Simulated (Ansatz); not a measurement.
# CO+ (doublet): energies up the ladder

Wanted for CO+ (doublet): energies up the ladder. Charge +1. Spin multiplicity 2.

Program: Ansatz 0.2.0. Level of theory: the levels named in each step. These are calculated values, not measurements.

**1. The system as given**

Bond lengths: C1–O2 1.127 Å.

Coordinates:

```xyz
2

C     0.0000    0.0000    0.0000
O     0.0000    0.0000    1.1273
```

**2. A rough first relaxation, PBE-D4/def2-SVP**

input.yaml reads:

```yaml
crystal:
  periodic: [false, false, false]
  atoms:
    - { symbol: C, position_ang: [0.0, 0.0, 0.0] }
    - { symbol: O, position_ang: [0.0, 0.0, 1.12733] }
magnetization:
  spin_polarized: true
  initial_magnetization: 1
total_charge: 1
basis:
  gaussian: { orbitals: def2-SVP }
hamiltonian:
  xc: pbe
  dispersion: d4
relax:
  f_tol: 0.03
  max_steps: 200
```

Launch:

```sh
> ansatz run input.yaml --threads 1 --pin off --max-ram 2560MiB --backend cpu --events-out ev --progress --plain --runs-dir out
```

After this run come: Relaxation, PBE0-D4/def2-TZVPP; Frequencies, PBE0-D4/def2-TZVPP; Single point, PBE-D4/def2-TZVPP; Single point, r2SCAN-D4/def2-TZVPP; Single point, B3LYP-D4/def2-TZVPP; Single point, wB97M-V/def2-TZVPP; Single point, B2PLYP/def2-TZVPP; Single point, LDA/def2-TZVPP; Single point, PBE0-D4/def2-SVP; Single point, PBE-D4/def2-SVP; Single point, CCSD(T)/def2-TZVPP; Single point, CCSD(T)/def2-QZVPP.

Q: Predict the outcome of this session. Wanted: C1–O2 at PBE0-D4/def2-TZVPP; frequencies at PBE0-D4/def2-TZVPP; energy at CCSD(T)/CBS.

As calculated:

| quantity | value |
| --- | --- |
| C1–O2 at PBE0-D4/def2-TZVPP | 1.106 Å |
| frequencies at PBE0-D4/def2-TZVPP | 2334 cm⁻¹ |
| energy at CCSD(T)/CBS | -3066.462 eV |

In words: No mode is imaginary, so the geometry is a minimum. These totals serve in differences with atoms or fragments at the same level; alone they don't rank the methods. A T1 diagnostic of 0.050 (charge +1) lies over the usual mark for one of the runs, a hint of some multireference character there. <S²> exceeds the pure value by up to 0.20: some mean fields break spin symmetry, which blurs their results.
